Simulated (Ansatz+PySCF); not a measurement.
A calculation with PySCF 2.14.0.

```python
from pyscf import gto, scf, mp

# the (T+d) and (D+d) sets load through basis_set_exchange
mol = gto.M(atom="""
S 0.000000 0.000000 -0.911460
S 0.000000 0.000000 0.911460
""", basis='cc-pv(t+d)z', charge=1, spin=1)
mf = scf.UHF(mol)
mf.kernel()
pt = mp.MP2(mf, frozen=10).run()
print(mf.e_tot, pt.e_corr, pt.e_tot)
```

The script is written out from the run's settings.

Results

```json
{"Converged": "yes", "Reference energy": "-794.76015 hartree", "Correlation energy": "-0.31457 hartree", "Total energy": "-795.07472 hartree", "Spin squared of the determinant": "0.780"}
```

The reference isn't the lowest determinant (another lies 0.21 eV lower), but the same method gives a higher total on the lower determinant. Caution: large share of triples, a single reference is doubtful; MP2 on this radical cation hangs on the determinant chosen.
